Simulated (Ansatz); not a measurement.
How the LO phonon frequency at X of rock-salt NaI moves with the method

No measured value is used here.

Task: Put these levels in order of the LO phonon frequency at X that they give for rock-salt NaI, smallest first: LDA (Ansatz, a program for electronic structure), PBE (Ansatz), r²SCAN (Ansatz).

Result: PBE (113 cm⁻¹), r²SCAN (126 cm⁻¹), LDA (142 cm⁻¹)

Unless a cell is named, each level is at its own relaxed cell (LDA 30.66, PBE 34.80, r²SCAN 33.71 Å³/atom).

Each level is taken at its own relaxed cell. Cutoffs differ between the levels. Ansatz's density-functional and Hartree–Fock values are scalar-relativistic unless marked +SOC, with PAW data made under PBE.
